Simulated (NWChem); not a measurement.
**One shape, several levels: C2H3O (SMILES C[C]=O)**

We compute a comparison of 6 runs (UHF/3-21G, UHF/def2-SVP, UHF/def2-TZVP, UB3LYP/6-31G*, UB3LYP/6-311+G**) of C2H3O. 

Program for the calculation: NWChem 7.3.0.

## 1. Starting point

C2H3O has 6 atoms, charge 0, and is taken as a doublet. As SMILES, `C[C]=O`. Geometry: relaxed at PBE0-D4/def2-TZVP.

Bond lengths: C1–C2 1.497 Å, C2–O3 1.175 Å, C1–H4 1.091 Å, C1–H5 1.094 Å, C1–H6 1.092 Å. Angles: C1–C2–O3 129.3°, C2–C1–H4 108.7°, C2–C1–H5 111.4°, C2–C1–H6 108.4°, H4–C1–H5 110.6°, H4–C1–H6 107.1°, H5–C1–H6 110.5°.

## 2. Energy and gradient at UHF/3-21G (run 1)

File mol.nw:

```
start mol
title "C2H3O gradient"
memory stack 880 mb heap 220 mb global 1100 mb
charge 0

geometry noautosym nocenter noautoz
   C    -0.150600    0.360900   -0.246200
   C    -0.095300   -0.937800    0.496900
   O     0.811800   -1.439800    1.050900
   H    -0.929700    0.983800    0.196900
   H     0.814100    0.875700   -0.222400
   H    -0.450200    0.157100   -1.276100
end

basis spherical bse
   * library 3-21G
end

scf
   nopen 1
   uhf
   thresh 1e-08
   maxiter 80
   print low
end

task scf gradient
```

Run with:

```console
$ nwchem mol.nw > mol.out
```

Log:

```text
[...]
  functions       =    33
[...]
  wavefunction    = UHF
[...]
         Total SCF energy =   -151.437616527721
      One electron energy =   -330.786511065116
      Two electron energy =    116.093067254134
 Nuclear repulsion energy =     63.255827283261
                       Sz =      0.5000
                 Sz(Sz+1) =      0.7500
                      S^2 =      0.7670
[...]
                         UHF ENERGY GRADIENTS
    atom               coordinates                        gradient
                 x          y          z           x          y          z
   1 C      -0.284593   0.682002  -0.465251    0.007647  -0.011155   0.008762
   2 C      -0.180091  -1.772185   0.939005    0.004784  -0.005380   0.004346
   3 O       1.534080  -2.720827   1.985913   -0.011561   0.013406  -0.011003
   4 H      -1.756878   1.859112   0.372087   -0.005279   0.001750   0.002453
   5 H       1.538426   1.654833  -0.420275    0.007274   0.003809   0.000188
   6 H      -0.850755   0.296876  -2.411479   -0.002864  -0.002431  -0.004745
 Task  times  cpu:        0.7s     wall:        0.7s
 Total times  cpu:        0.7s     wall:        0.7s
```

It took 1.2 s on 1 thread of Intel Xeon 6975P-C (Granite Rapids), shared host; peak memory 0.1 GiB.

## 3. Energy and forces at UHF/def2-SVP (run 2)

File run.py:

```python
from ase import Atoms
from ase.calculators.nwchem import NWChem

molecule = Atoms(['C', 'C', 'O', 'H', 'H', 'H'], positions=[
    [-0.150600, 0.360900, -0.246200],
    [-0.095300, -0.937800, 0.496900],
    [0.811800, -1.439800, 1.050900],
    [-0.929700, 0.983800, 0.196900],
    [0.814100, 0.875700, -0.222400],
    [-0.450200, 0.157100, -1.276100],
])

calc = NWChem(
    label='input',
    theory='scf',
    memory='2200 mb',
    basis='def2-SVP',
    basispar='spherical bse',
    scf={'nopen': '1', 'uhf': None, 'thresh': '1e-08', 'maxiter': '80'},
)
molecule.calc = calc

forces = molecule.get_forces()
e = molecule.get_potential_energy()
print(f"E = {e:.6f} eV")
print("forces (eV/A):")
for s, f in zip(molecule.symbols, forces):
    print(f"{s:2s} {f[0]:10.5f} {f[1]:10.5f} {f[2]:10.5f}")
```

Run with:

```console
$ export ASE_NWCHEM_COMMAND="nwchem PREFIX.nwi > PREFIX.nwo"
$ python run.py
```

Log:

```text
E = -4141.068468 eV
forces (eV/A):
C    -0.18712    0.16285   -0.15704
C     1.58503   -0.79668    0.92441
O    -1.42779    0.67625   -0.80722
H     0.07276    0.01167   -0.01625
H    -0.09894   -0.09369    0.02206
H     0.05605    0.03959    0.03399
```

The calculator wrote input.nwi:

```
title "input"

permanent_dir input

scratch_dir input

start input

geometry units angstrom nocenter noautosym noautoz
  C  -1.5060000000000001e-01 3.6090000000000000e-01 -2.4620000000000000e-01
  C  -9.5299999999999996e-02 -9.3779999999999997e-01 4.9690000000000001e-01
  O  8.1179999999999997e-01 -1.4398000000000000e+00 1.0508999999999999e+00
  H  -9.2969999999999997e-01 9.8380000000000001e-01 1.9689999999999999e-01
  H  8.1410000000000005e-01 8.7570000000000003e-01 -2.2239999999999999e-01
  H  -4.5019999999999999e-01 1.5709999999999999e-01 -1.2761000000000000e+00
end

memory 2200 mb

basis spherical bse noprint
   * library def2-SVP
end

scf
  nopen 1
  uhf
  thresh 1e-08
  maxiter 80
end

task scf gradient
```

input.nwo:

```text
Northwest Computational Chemistry Package (NWChem) 7.3.0
             --------------------------------------------------------

           Job information
           ---------------

    nwchem branch   = 7.3.0
    use scalapack   = T
    input           = input.nwi
    prefix          = input.
    data base       = input/input.db
    status          = startup
    nproc           =        1

           Memory information
           ------------------

    heap     =     72089594 doubles =      550.0 Mbytes
    stack    =     72089599 doubles =      550.0 Mbytes
    global   =    144179200 doubles =     1100.0 Mbytes (distinct from heap & stack)
    total    =    288358393 doubles =     2200.0 Mbytes
    verify   = yes
    hardfail = no

           Directory information
           ---------------------

  0 permanent = input
  0 scratch   = input

                                NWChem Input Module
                                -------------------

                                       input
                                       -----

[... 26 lines left out ...]
            Nuclear Dipole moment (a.u.)
[... 82 lines left out ...]
 1-e energy   =    -330.084972
[... 7 lines left out ...]
         Quadratically convergent UHF
[... 15 lines left out ...]
       Final UHF  results
[... 3 lines left out ...]
      One electron energy =   -331.859676910094
[... 1 line left out ...]
 Nuclear repulsion energy =     63.255827283261
[... 34 lines left out ...]
          Final beta eigenvalues
[... 193 lines left out ...]
                     UHF Final Beta Molecular Orbital Analysis
[... 236 lines left out ...]
                              NWChem Gradients Module
                              -----------------------

                                       input

  wavefunction    =   UHF

                         UHF ENERGY GRADIENTS

    atom               coordinates                        gradient
                 x          y          z           x          y          z
   1 C      -0.284593   0.682002  -0.465251    0.003639  -0.003167   0.003054
   2 C      -0.180091  -1.772185   0.939005   -0.030824   0.015493  -0.017977
   3 O       1.534080  -2.720827   1.985913    0.027766  -0.013151   0.015698
   4 H      -1.756878   1.859112   0.372087   -0.001415  -0.000227   0.000316
   5 H       1.538426   1.654833  -0.420275    0.001924   0.001822  -0.000429
   6 H      -0.850755   0.296876  -2.411479   -0.001090  -0.000770  -0.000661

                 ----------------------------------------
                 |  Time  |  1-e(secs)   |  2-e(secs)   |
                 ----------------------------------------
                 |  CPU   |       0.00   |       0.35   |
                 ----------------------------------------
                 |  WALL  |       0.00   |       0.35   |
                 ----------------------------------------

 Task  times  cpu:        3.9s     wall:        3.9s
 Total times  cpu:        3.9s     wall:        3.9s
```

It took 5.1 s on 1 thread of Intel Xeon 6975P-C (Granite Rapids), shared host; peak memory 0.11 GiB.

Runs 3 to 5 aren't shown in full; the table further down has their settings and results.

## 4. Energy and gradient at UB3LYP/6-311+G(d,p) (run 6)

File run.py:

```python
from ase import Atoms
from ase.calculators.nwchem import NWChem

atoms = Atoms(['C', 'C', 'O', 'H', 'H', 'H'], positions=[
    [-0.150600, 0.360900, -0.246200],
    [-0.095300, -0.937800, 0.496900],
    [0.811800, -1.439800, 1.050900],
    [-0.929700, 0.983800, 0.196900],
    [0.814100, 0.875700, -0.222400],
    [-0.450200, 0.157100, -1.276100],
])

calc = NWChem(
    label='c2h3o',
    theory='dft',
    memory='2200 mb',
    basis='6-311+G**',
    basispar='spherical bse',
    dft={'xc': 'b3lyp', 'mult': '2', 'grid': 'xfine', 'convergence': 'energy 1e-08', 'iterations': '100', 'mulliken': None},
)
atoms.calc = calc

forces = atoms.get_forces()
print("Total energy (eV):", round(atoms.get_potential_energy(), 6))
print("forces (eV/A):")
for s, f in zip(atoms.symbols, forces):
    print(f"{s:2s} {f[0]:10.5f} {f[1]:10.5f} {f[2]:10.5f}")
```

Run with:

```console
$ export ASE_NWCHEM_COMMAND="nwchem PREFIX.nwi > PREFIX.nwo"
$ python run.py
```

Log:

```text
Total energy (eV): -4169.649285
forces (eV/A):
C    -0.03312    0.18471   -0.11611
C    -0.36489   -0.04145   -0.08860
O     0.37903   -0.21592    0.23675
H    -0.01486    0.02931    0.00926
H     0.03625    0.03728   -0.00859
H    -0.00242    0.00607   -0.03281
```

The calculator wrote c2h3o.nwi:

```
title "c2h3o"

permanent_dir c2h3o

scratch_dir c2h3o

start c2h3o

geometry units angstrom nocenter noautosym noautoz
  C  -1.5060000000000001e-01 3.6090000000000000e-01 -2.4620000000000000e-01
  C  -9.5299999999999996e-02 -9.3779999999999997e-01 4.9690000000000001e-01
  O  8.1179999999999997e-01 -1.4398000000000000e+00 1.0508999999999999e+00
  H  -9.2969999999999997e-01 9.8380000000000001e-01 1.9689999999999999e-01
  H  8.1410000000000005e-01 8.7570000000000003e-01 -2.2239999999999999e-01
  H  -4.5019999999999999e-01 1.5709999999999999e-01 -1.2761000000000000e+00
end

memory 2200 mb

basis spherical bse noprint
   * library 6-311+G**
end

dft
  xc b3lyp
  mult 2
  grid xfine
  convergence energy 1e-08
  iterations 100
  mulliken
end

task dft gradient
```

c2h3o.nwo:

```text
Northwest Computational Chemistry Package (NWChem) 7.3.0
             --------------------------------------------------------

           Job information
           ---------------

    nwchem branch   = 7.3.0
    use scalapack   = T
    input           = c2h3o.nwi
    prefix          = c2h3o.
    data base       = c2h3o/c2h3o.db
    status          = startup
    nproc           =        1

           Memory information
           ------------------

    heap     =     72089594 doubles =      550.0 Mbytes
    stack    =     72089599 doubles =      550.0 Mbytes
    global   =    144179200 doubles =     1100.0 Mbytes (distinct from heap & stack)
    total    =    288358393 doubles =     2200.0 Mbytes
    verify   = yes
    hardfail = no

           Directory information
           ---------------------

  0 permanent = c2h3o
  0 scratch   = c2h3o

                                NWChem Input Module
                                -------------------

                                       c2h3o
                                       -----

[... 26 lines left out ...]
            Nuclear Dipole moment (a.u.)
[... 79 lines left out ...]
          Convergence on energy requested:  1.00D-08
[... 24 lines left out ...]
          Spatial weights used:  Erf1
[... 4 lines left out ...]
          total energy or number of iterations.
[... 28 lines left out ...]
 2-e energy   =     113.953171
[... 55 lines left out ...]
      One electron energy =     -332.325493322241
[... 2 lines left out ...]
 Nuclear repulsion energy =       63.255827283261
[... 1318 lines left out ...]
          Convergence on energy requested:  1.00D-08
[... 24 lines left out ...]
          Spatial weights used:  Erf1
[... 4 lines left out ...]
          total energy or number of iterations.
[... 18 lines left out ...]
                            NWChem DFT Gradient Module
                            --------------------------

                                       c2h3o

  charge          =   0.00
  wavefunction    = open shell

                         DFT ENERGY GRADIENTS

    atom               coordinates                        gradient
                 x          y          z           x          y          z
   1 C      -0.284593   0.682002  -0.465251    0.000644  -0.003592   0.002258
   2 C      -0.180091  -1.772185   0.939005    0.007096   0.000806   0.001723
   3 O       1.534080  -2.720827   1.985913   -0.007371   0.004199  -0.004604
   4 H      -1.756878   1.859112   0.372087    0.000289  -0.000570  -0.000180
   5 H       1.538426   1.654833  -0.420275   -0.000705  -0.000725   0.000167
   6 H      -0.850755   0.296876  -2.411479    0.000047  -0.000118   0.000638

                 ----------------------------------------
                 |  Time  |  1-e(secs)   |  2-e(secs)   |
                 ----------------------------------------
                 |  CPU   |       0.00   |       1.36   |
                 ----------------------------------------
                 |  WALL  |       0.00   |       1.36   |
                 ----------------------------------------

 Task  times  cpu:       35.3s     wall:       35.3s
 Total times  cpu:       35.3s     wall:       35.3s
```

It took 36 s on 1 thread of Intel Xeon 6975P-C (Granite Rapids), shared host; peak memory 0.14 GiB.

## 5. The series

```
run                                level  iteration cap  module  energy (Eh)   ⟨S²⟩  largest force (eV/Å)  wall time
  1                            UHF/3-21G             80     scf  -151.437617  0.767                 1.072      1.2 s
  2                         UHF/def2-SVP             80     scf  -152.181461  0.762                 2.000      5.1 s
  3                        UHF/def2-TZVP             80     scf  -152.361770  0.763                 2.245       41 s
  4  UB3LYP/6-31G* (spherical functions)            100     dft  -153.176226  0.752                 1.422       16 s
  5  UB3LYP/6-31G* (Cartesian functions)            100     dft  -153.179233  0.752                 1.423       17 s
  6                     UB3LYP/6-311+G**            100     dft  -153.231786  0.753                 0.496       36 s
```

## 6. Results

```
                                 quantity          value
                      run 6: total energy  -153.23179 Eh
                     run 6: dipole moment         2.66 D
run 6: HOMO energy (highest over α and β)       -5.57 eV
 run 6: LUMO energy (lowest over α and β)       -2.06 eV
                              run 6: ⟨S²⟩          0.753
          run 6: largest force on an atom     0.496 eV/Å
```

In words: Over runs 2, 3, 5, 6 the dipole moment (its size) runs from 2.41 D (UB3LYP/6-31G*) to 2.97 D (UHF/def2-TZVP). The two ends differ in method and basis. All runs together took 2 min, the longest 41 s.
